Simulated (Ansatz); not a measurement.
Reaction (SMILES): OCl (OH-Cl) → Cl atom + H atom + O atom
B3LYP-D3(BJ)/def2-TZVP geometries, fixed; electronic energies without zero-point terms.
Largest species:
```
O
H 1 0.9686
Cl 1 1.7015 2 103.27
```
Charge 0, spin multiplicity 1.

Basis-set convergence of the atomisation energy at HF with Ansatz (a program for electronic structure). All functions are spherical. Open shells are unrestricted. No added dispersion term, no relativity. Functions are those of the species that has most. Reference: the value in aug-pcseg-3, 78.83 kcal/mol, itself unsure by roughly 0.49 kcal/mol (its mean distance from aug-cc-pV(Q+d)Z, cc-pV(5+d)Z, def2-QZVPPD). Deviations are taken from unrounded values.

```tsv
basis	functions	atomisation energy (kcal/mol)	minus reference (kcal/mol)
pcseg-0	24	44.08	-34.75
pcseg-1	37	70.06	-8.77
aug-pcseg-1	59	74.69	-4.14
pcseg-2	78	77.80	-1.03
aug-pcseg-2	119	78.54	-0.29
pcseg-3	157	78.83	0.00
aug-pcseg-3	223	78.83	0.00
```

The smallest set listed that lies within 2 kcal/mol of the reference with all its larger relatives (same family, alike in diffuse functions; a set with none counts only in the reference's own line) is pcseg-2 (78 functions, -1.03 kcal/mol off).
